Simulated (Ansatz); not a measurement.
Relaxation of BFH$_{3}$Si (6 atoms, charge 0, multiplicity 2), to a largest force component of 0.02 eV/Å in at most 40 steps.

Method: UKS BHLYP-D4/cc-pVDZ (Ansatz 0.2.0).

```xyz
6
Properties=species:S:1:pos:R:3:forces:R:3
F -0.531 -2.303 0.586 -0.12 -0.25 0.03
B 0.273 -1.277 0.637 0.16 -0.85 0.42
Si 0.068 0.495 -0.151 -0.17 1.24 -0.57
H -1.128 0.840 -0.944 -0.39 -0.18 -0.15
H 1.205 0.746 -1.050 0.39 -0.07 -0.11
H 0.113 1.498 0.923 0.12 0.12 0.38
```

**Question.** Where does it end, and by what steps?

**Answer.** The forces met the threshold. After 3 steps the energy has fallen by 0.085 eV; H4 moved furthest, 0.06 Å.

```tsv
step	energy less start (eV)	largest force component (eV/Å)	accepted
0	0.0000	1.239	yes
1	-0.0742	0.349	yes
2	-0.0839	0.065	yes
3	-0.0846	0.014	yes
```

```xyz
6
Properties=species:S:1:pos:R:3
F -0.545 -2.322 0.585
B 0.272 -1.301 0.647
Si 0.065 0.550 -0.174
H -1.178 0.804 -0.958
H 1.248 0.753 -1.052
H 0.138 1.517 0.953
```

Whether the end is a true minimum wasn't checked by a vibrational analysis.

Time of the run: 7.3 s on 1 thread of Intel(R) Xeon(R) 6975P-C (Granite Rapids), with other jobs on the host, peak memory 0.15 GiB.
